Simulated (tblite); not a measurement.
Problem. Write Cartesian coordinates for InChI=1S/C2H4S/c1-2-3/h2H,1H3/q-1 as optimised with GFN2-xTB. (Charge -1 and doublet state.)

Solution. 
```
atom  x, y, z in Å
C1    -0.6389   -0.1644    0.1114
C2     0.6972    0.3456   -0.3194
S3     2.0620   -0.6749   -0.3268
H4    -0.8242   -0.0602    1.1981
H5    -1.4515    0.3749   -0.3979
H6    -0.7238   -1.2244   -0.1321
H7     0.8826    1.4084   -0.1604
```

Orientation and origin are arbitrary. Atoms count from 1 in this order. C2 (carbon bonded to C, S and H) has angles 120.9°, 116.6° and 116.3°, sum 353.8°, 0.20 Å off the plane of its three neighbours.

Bonds between heavy atoms (Å): C1–C2 1.494, C2–S3 1.704.

Computed geometry: GFN2-xTB, gas phase. This method treats the open shell by occupation alone, without spin polarisation.

Its GFN2-xTB frequencies are all real (lowest 134 cm⁻¹). Whether the extra electron is bound in the gas phase wasn't checked; a finite basis holds it in any case.

On Arm Neoverse V2, one thread, shared host with 96 logical CPUs at a one-minute load of 46, this took 0.1 s wall. This is the geometry optimisation.
